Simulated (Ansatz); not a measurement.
A nudged elastic band was laid between two geometries of AlBH₅Si (8 atoms, charge 0, multiplicity 2).

These are results of UKS PBE/def2-SVP (Ansatz), not measurements.

```json
{
 "movable images": "5",
 "climbing image": "yes",
 "spring": "5.0 eV/Å²",
 "optimiser": "quadratic models (default)",
 "start path": "IDPP",
 "force threshold": "0.03 eV/Å",
 "iteration limit": "60",
 "end points": "relaxed"
}
```

First end point:

```xyz
8
Properties=species:S:1:pos:R:3
B -1.365 0.959 -1.103
Al 0.177 0.770 0.339
Si 1.110 -1.391 0.799
H -1.135 1.210 -2.276
H -2.546 0.816 -0.830
H 0.809 1.980 1.189
H 2.247 -1.664 1.751
H 0.701 -2.678 0.131
```

Last end point:

```xyz
8
Properties=species:S:1:pos:R:3
B -0.287 0.227 -1.124
Al -0.726 1.273 0.679
Si 0.661 -1.036 0.005
H -1.391 -0.104 -1.529
H 0.383 1.033 -1.754
H -0.630 1.447 2.283
H 2.024 -0.765 0.593
H -0.033 -2.075 0.848
```

(1) What changes between the two ends?

(2) What energy profile does the band end with?

(3) What is the geometry of the highest image?

Answers

(1) Bonds formed: B1–Si3. The dihedral H5–B1–Al2–Si3 goes from 87 to -117°.

(2) The run converged. The highest image is number 2 of 0 to 6, 1.7 kcal/mol above the first end and 20.4 kcal/mol above the last; the last end lies 18.8 kcal/mol below the first. The profile has 2 maxima (images 2, 4) with wells between them (image 3): this band takes more than one step, which may be the mechanism or a detour left from its start path. A vibrational analysis at the climbing image gives one clearly imaginary mode, 158i cm⁻¹: a first-order saddle point.

```json
{"image": "0", "path coordinate (Å)": "0.00", "energy (kcal/mol)": "0.0", "B1–Si3 (Å)": "3.91", "dihedral H5–B1–Al2–Si3 (°)": "87"}
{"image": "1", "path coordinate (Å)": "1.13", "energy (kcal/mol)": "0.6", "B1–Si3 (Å)": "3.86", "dihedral H5–B1–Al2–Si3 (°)": "132"}
{"image": "2", "path coordinate (Å)": "2.26", "energy (kcal/mol)": "1.7", "B1–Si3 (Å)": "3.87", "dihedral H5–B1–Al2–Si3 (°)": "-179"}
{"image": "3", "path coordinate (Å)": "3.68", "energy (kcal/mol)": "0.3", "B1–Si3 (Å)": "3.92", "dihedral H5–B1–Al2–Si3 (°)": "-118"}
{"image": "4", "path coordinate (Å)": "5.11", "energy (kcal/mol)": "1.0", "B1–Si3 (Å)": "3.49", "dihedral H5–B1–Al2–Si3 (°)": "-106"}
{"image": "5", "path coordinate (Å)": "6.53", "energy (kcal/mol)": "-5.2", "B1–Si3 (Å)": "2.20", "dihedral H5–B1–Al2–Si3 (°)": "-129"}
{"image": "6", "path coordinate (Å)": "7.95", "energy (kcal/mol)": "-18.8", "B1–Si3 (Å)": "1.94", "dihedral H5–B1–Al2–Si3 (°)": "-117"}
```

(3) 
```xyz
8
Properties=species:S:1:pos:R:3
B -1.461 0.927 -0.991
Al -0.111 0.648 0.643
Si 1.383 -1.233 0.499
H -1.481 0.162 -1.941
H -2.252 1.854 -1.037
H 0.063 1.514 1.983
H 2.432 -1.662 1.496
H 1.427 -2.210 -0.651
```

Time of the run: 62 s on 2 threads of AMD EPYC 9R45 96-Core Processor (Zen 5), on a shared host, peak memory 0.2 GiB.
